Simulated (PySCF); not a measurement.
We consider diamond-structure Si, described by evGW@PBE (GTH pseudopotentials, Gaussian basis; PySCF).

The same calculation (at the measured cell, 20.013 Å³/atom) with different numerical settings; throughout: k mesh 2×2×2:

```
run  basis  gap over the k-points evaluated (eV)   rough time
---  -----  ------------------------------------  -----------
1       DZ                                 1.377   3 core-min
2       TZ                                 1.294   8 core-min
3       QZ                                 1.353  30 core-min
```

In the column gap over the k-points evaluated (eV) the first row differs from the last by +0.024 and the next to last by -0.059.

The last row is no converged limit: other settings stay fixed.
